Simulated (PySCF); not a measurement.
## The electron affinity along the third row

All values are computed (PySCF 2.14, energy differences of UHF-based or UKS calculations, no spin-orbit coupling). Values in eV. The last column holds reference values (measured affinities from photodetachment; the arrow runs from anion to atom). Unmarked ones compare directly (S terms, centres of terms, or small fine structure); those marked * lie between the lowest fine-structure levels and include a spin-orbit shift.

```tsv
element	configurations	UHF	LDA	PBE	r2SCAN	MP2 (valence)	SCS-MP2 (valence)	reference
Al (aug-cc-pV(5+d)Z, non-relativistic)	[Ne] 3s2 3p2 → [Ne] 3s2 3p1	0.014	0.647	0.590	0.609	0.385	0.283	0.433 *
Si (aug-cc-pV(5+d)Z, non-relativistic)	[Ne] 3s2 3p3 → [Ne] 3s2 3p2	0.848	1.594	1.496	1.535	1.418	1.234	1.390 *
P (aug-cc-pV(5+d)Z, non-relativistic)	[Ne] 3s2 3p4 → [Ne] 3s2 3p3	-0.323	1.040	0.889	0.799	0.575	0.668	0.747 *
S (aug-cc-pV(5+d)Z, non-relativistic)	[Ne] 3s2 3p5 → [Ne] 3s2 3p4	0.883	2.394	2.167	2.118	2.053	2.070	2.077 *
Cl (aug-cc-pV(5+d)Z, non-relativistic)	[Ar] → [Ne] 3s2 3p5	2.368	3.931	3.650	3.602	3.759	3.677	3.613 *
```

The highest occupied level of the anion is positive for Al⁻ at LDA, PBE, r2SCAN; Si⁻ at LDA, PBE, r2SCAN; P⁻ at LDA, PBE, r2SCAN; S⁻ at LDA, PBE, r2SCAN; Cl⁻ at LDA, PBE, r2SCAN, so there the basis helps to hold the electron.

"Valence" correlates the outer s and p shells and, in groups 3 to 12 and the f block, the outer d or f shell, open or full, or the next shell where the ion has no valence electron left; the wider scheme adds the next inner shell.
